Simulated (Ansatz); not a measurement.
`CC(F)=C(F)F` + H–F → `FC(F)=C(F)F` + CH₄  (substitution at a C–C bond)

Computed with Ansatz on PBE0-D4/def2-TZVP structures; ΔE is electronic, products minus reactants. CCSD(T)/CBS is the MP2 limit (def2-TZVPP, def2-QZVPP) plus CCSD(T) − MP2 in def2-TZVPP, frozen cores. This one scheme is used for every species. Functionals use def2-TZVPP.

CCSD(T)/CBS gives +74.7 kJ/mol.

**Question.** Another level gave +61.1 kJ/mol. Which?
A. BHLYP-D4/def2-TZVPP
B. CCSD(T)/def2-TZVPP
C. r2SCANh-D4/def2-TZVPP
D. BLYP-D4/def2-TZVPP

**Answer.** A. BHLYP-D4 61.1, BLYP-D4 52.8, CCSD(T)/def2-TZVPP 67.9, r2SCANh-D4 56.9 kJ/mol.

Largest T1 diagnostic among the species: 0.013.

From BLYP to BHLYP (50 % exact exchange), in def2-TZVPP and without D4, ΔE moves by +11.1 kJ/mol. The D4 term adds +4.8 kJ/mol with B3LYP and +2.7 kJ/mol with PBE0; it sums over pairs of atoms, weighted by their polarisabilities, and B3LYP, whose exchange is more repulsive, gets the larger term.

B3LYP here is the variant with VWN-RPA as its local correlation; programs differ in this.
